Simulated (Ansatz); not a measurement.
A run of Ansatz (development build ahead of 0.2.0) on triplet BN at this shape:

```xyz
2

B     0.0000    0.0000    0.0000
N     0.0000    0.0000    2.6600
```

Its results:

```
Converged                       : yes
Total energy                    : -79.17175 hartree
Spin squared of the determinant : 2.330
Stability test                  : minimum
```

(1) Which input gives this output? Name the method, the orbitals and the basis set, and write the input.

Answers

(1) PBE (unrestricted) in pcseg-2.

```yaml
crystal:
  periodic: [false, false, false]
  atoms:
    - { symbol: B, position_ang: [0.0, 0.0, 0.0] }
    - { symbol: "N", position_ang: [0.0, 0.0, 2.66] }
basis:
  gaussian: { orbitals: pcseg-2 }
magnetization:
  spin_polarized: true
  initial_magnetization: 2
hamiltonian:
  xc: pbe
```

Caution: the unrestricted determinant is spin contaminated.
